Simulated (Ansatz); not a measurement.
Input for Ansatz (development build ahead of 0.2.0):

```yaml
crystal:
  periodic: [false, false, false]
  atoms:
    - { symbol: C, position_ang: [-1.15576, 0.79455, 0.59703] }
    - { symbol: C, position_ang: [1.14787, -0.80258, -0.57688] }
    - { symbol: H, position_ang: [-1.04547, 0.06682, 1.32888] }
    - { symbol: H, position_ang: [-0.59136, 1.72013, 0.72381] }
    - { symbol: H, position_ang: [-2.11457, 0.84853, 0.12023] }
    - { symbol: H, position_ang: [1.21099, -0.09671, -1.41782] }
    - { symbol: H, position_ang: [2.13084, -0.93247, -0.10527] }
    - { symbol: H, position_ang: [0.66918, -1.73124, -0.84054] }
basis:
  gaussian: { orbitals: def2-SVP }
total_charge: 1
magnetization:
  spin_polarized: true
  initial_magnetization: 1
hamiltonian:
  xc: hf
output:
  forces: true
```

The input is written out in the form of the current development build from the run's settings.

Output:

```yaml
Converged: yes
Total_energy: -78.73303 hartree
Spin_squared_of_the_determinant: 0.756
Stability_test: minimum
```

Forces (eV/Å):
```tsv
atom	Fx	Fy	Fz
C1	-0.571	2.362	1.016
C2	1.198	0.198	-1.514
H3	0.742	-1.926	1.005
H4	0.470	-0.424	-0.741
H5	-0.068	-0.386	-1.322
H6	-0.434	0.054	0.582
H7	-0.720	0.301	0.594
H8	-0.616	-0.179	0.380
```
